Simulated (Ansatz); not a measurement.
Input file:

```yaml
crystal:
  periodic: [false, false, false]
  atoms:
    - {symbol: B, position_ang: [0.000000, 0.000000, 0.000000]}
    - {symbol: S, position_ang: [0.000000, 0.000000, 1.703300]}
basis:
  gaussian: {orbitals: 6-31G}
total_charge: 1
magnetization: {spin_polarized: true, initial_magnetization: 2}
hamiltonian: {xc: {name: B3LYP}}
```

```sh
$ ansatz run in.yaml --threads 1 --pin off --events-out ev --progress --plain --max-ram 2393MiB
```

Output:

```
266 factors; integrals over basis functions are off by at most 1.6e-4 eV
mean field evaluation 1: about -11495.3868 eV, gradient 1.6e1 eV
mean field evaluation 2: about -11485.0031 eV, gradient 4.4e1 eV
mean field evaluation 4: about -11497.5211 eV, gradient 5.2e-1 eV
mean field evaluation 8: about -11497.5580 eV, gradient 1.4e-2 eV
mean field -11497.55797745 eV, -422.5274623465 hartree, gradient 2.7e-5 eV, S^2 2.002969; 0 other end points of the search recorded, 0 dependent functions left out
reference -11497.55813254 eV, -422.5274680462 hartree; 11, 9 occupied and 11, 13 virtual orbitals, 266 factors
Total energy: -11497.55813254 eV, -422.5274680462 hartree
```

Ran on 1 thread of Intel Xeon Platinum 8259CL, shared host: 0.57 s wall, 0.13 GiB peak host memory.
